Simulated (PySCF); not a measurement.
Lithium chloride, LiCl.
SMILES: `[Li][Cl]`

The closed-shell ground state was solved at several levels (PySCF, density fitting, gas phase, non-relativistic). Isolated species at its PBE0-D3(BJ)/def2-TZVP geometry, gas phase.

```json
{"level": "wB97X-D/aug-cc-pVTZ", "basis functions": "96", "total energy (Eh)": "-467.8213", "HOMO (eV)": "-9.06", "LUMO (eV)": "-0.35", "gap (eV)": "8.71", "dipole (D)": "7.11"}
{"level": "KT3/pcSseg-2", "basis functions": "64", "total energy (Eh)": "-471.0693", "HOMO (eV)": "-5.94", "LUMO (eV)": "-2.24", "gap (eV)": "3.70", "dipole (D)": "6.88"}
{"level": "CAM-B3LYP/aug-cc-pVTZ", "basis functions": "96", "total energy (Eh)": "-467.8215", "HOMO (eV)": "-8.61", "LUMO (eV)": "-1.02", "gap (eV)": "7.59", "dipole (D)": "7.00"}
{"level": "B97-2/pcSseg-2", "basis functions": "64", "total energy (Eh)": "-467.8563", "HOMO (eV)": "-6.91", "LUMO (eV)": "-1.38", "gap (eV)": "5.53", "dipole (D)": "7.08"}
{"level": "PBE0/pcSseg-2", "basis functions": "64", "total energy (Eh)": "-467.6466", "HOMO (eV)": "-7.19", "LUMO (eV)": "-1.37", "gap (eV)": "5.82", "dipole (D)": "7.05"}
{"level": "PBE0/aug-cc-pVTZ", "basis functions": "96", "total energy (Eh)": "-467.6462", "HOMO (eV)": "-7.20", "LUMO (eV)": "-1.33", "gap (eV)": "5.87", "dipole (D)": "6.98"}
```

Question: What might wB97X-D/pcSseg-2 (64 basis functions) give for the same quantities?

Answer: Total energy -467.8226 Eh, HOMO -9.06 eV, LUMO -0.21 eV, gap 8.85 eV, dipole 7.19 D.

Question: Over all these levels, which gives the widest orbital gap and which the narrowest?

Answer: wB97X-D/pcSseg-2 (range-separated hybrid) has the widest, 8.85 eV, and KT3/pcSseg-2 (GGA) the narrowest, 3.70 eV. The two share the basis. From the narrowest to the widest the HOMO moves by -3.12 eV and the LUMO by +2.03 eV.

Question: In the pcSseg-2 basis, how does the gap go with the fixed share of exact exchange?

Answer: KT3 (0 %) 3.70 eV; B97-2 (21 %) 5.53 eV; PBE0 (25 %) 5.82 eV. Each rise in the share widens the gap here.

Question: How far do the dipole and the HOMO energy spread over the levels?

Answer: The dipole runs from 6.88 to 7.19 D (mean 7.04 D) and the HOMO from -9.06 to -5.94 eV.

The pairwise dispersion term of wB97X-D wasn't added to the energies; at a given geometry it leaves orbitals and properties as they are.
